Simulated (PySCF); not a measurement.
## Ar: ionisation energy

Ar [Ar] (1S) → Ar⁺ [Ne] 3s2 3p5 (2P), as a difference of total energies. Calculation: PySCF 2.14, in cc-pVDZ-DK; scalar relativity by spin-free X2C-1e. Correlated levels: valence: [Ne] frozen. The calculations carry no spin-orbit coupling.

```csv
method,ionisation energy (eV),error (eV)
UHF,14.659,-1.160
BP86,15.811,-0.008
PBE0,15.742,-0.077
MP2 (valence),15.416,-0.403
SCS-MP2 (valence),15.326,-0.493
CCSD (valence),15.276,-0.543
CCSD(T) (valence),15.277,-0.542
```

Reference: 15.819 eV (measured; NIST levels, between the centres of gravity of the two terms).

Errors of the correlated levels include the incompleteness of this basis and the frozen core.
